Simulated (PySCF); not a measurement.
Sulfur: a sound run and one with changed settings

Sound run: S [Ne] 3s2 3p4, S⁺ [Ne] 3s2 3p3. All numbers are calculated (PySCF 2.14, scalar relativity by spin-free X2C-1e, in x2c-SVPall). In the sound run the correlated levels freeze [Ne]. The sound run starts from symmetry-adapted Hartree-Fock orbitals and uses a fine grid where one is needed.

Changed run: initial guess atom, at most 50 SCF cycles.

| species | method | sound run (hartree) | changed run (hartree) | converged |
| --- | --- | --- | --- | --- |
| S | UHF | -398.43483 | -398.43483 | yes |
| S | r2SCAN | -399.02428 | -399.02428 | yes |
| S | CCSD(T) | -398.53640 | -398.53640 | yes |
| S⁺ | M06-2X | -398.66681 | -398.66681 | yes |
| S⁺ | MP2 | -398.16608 | -398.16608 | yes |

Here the plain start reaches the same solutions.
